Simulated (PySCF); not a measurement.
**Cl: ionisation energy**

Cl [Ne] 3s2 3p5 (2P) → Cl⁺ [Ne] 3s2 3p4 (3P), as a difference of total energies. All numbers are calculated (PySCF 2.14, no relativity, point nucleus, in aug-cc-pV(D+d)Z). Correlated levels: valence: [Ne] frozen. The calculations carry no spin-orbit coupling.

```tsv
method	ionisation energy (eV)
UHF	11.827
M06-L	13.041
r2SCAN	13.055
MP2 (valence)	12.612
CCSD(T) (valence)	12.570
```

Q: Estimate what SCS-MP2 (valence) gives.

A: 12.587 eV, closest to CCSD(T) (valence) among the rows shown.

Q: Estimate what CCSD (valence) gives.

A: 12.547 eV, closest to CCSD(T) (valence) among the rows shown.

Errors of the correlated levels include the incompleteness of this basis and the frozen core.

For comparison: 12.974 eV (measured; NIST levels, between the centres of gravity of the two terms).
